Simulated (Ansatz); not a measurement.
**Worked example: correlation energy of H3Si–SiH3, singlet**

Geometry: a PBE0/def2-TZVP stationary point for this spin, not checked as a minimum.

| atom | x (Å) | y (Å) | z (Å) |
| --- | --- | --- | --- |
| Si | -1.1701 | -0.0047 | -0.0001 |
| Si | 1.1701 | 0.0047 | 0.0001 |
| H | -1.6920 | 1.3883 | 0.0086 |
| H | -1.6836 | -0.7120 | 1.2037 |
| H | -1.6834 | -0.6968 | -1.2128 |
| H | 1.6920 | -1.3883 | -0.0086 |
| H | 1.6834 | 0.6968 | 1.2128 |
| H | 1.6836 | 0.7120 | -1.2037 |

Basis cc-pVDZ; Ansatz 0.2.0. Only valence electrons are correlated (noble-gas cores frozen), which leaves 14 electrons in 56 orbitals. R marks a restricted (for open shells ROHF) determinant.

Full CI isn't at hand for all of this; RCCSDT(Q) serves as the reference, and is uncertain by about the last step of the cluster series.

Runs differ by some tens of microhartree through their thresholds, so steps under 0.03 kcal/mol mean nothing.

```tsv
level	total energy (hartree)
RHF	-581.338952
RMP2	-581.553231
RCCSD	-581.605033
RCCSD(T)	-581.611034
RCCSDT	-581.612216
RCCSDT(Q)	-581.612438
```

Task: What is the correlation energy at RCCSDT(Q), and what share of it do RMP2 and RCCSD(T) recover?

Result: E(corr) = -581.612438 − (-581.338952) = -0.273486 hartree = -7.442 eV. RMP2: -0.214279 / -0.273486 = 78.35 %. RCCSD(T): -0.272082 / -0.273486 = 99.49 %.

Task: By how many kcal/mol does RCCSD(T) miss RCCSDT(Q) (1 hartree = 627.509 kcal/mol), and which steps make up the rest?

Result: -581.611034 − (-581.612438) = 0.001404 hartree = 0.88 kcal/mol. Steps: RCCSDT − RCCSD(T) = -0.74, RCCSDT(Q) − RCCSDT = -0.14 kcal/mol. Differences between like states or geometries often cancel part of this.
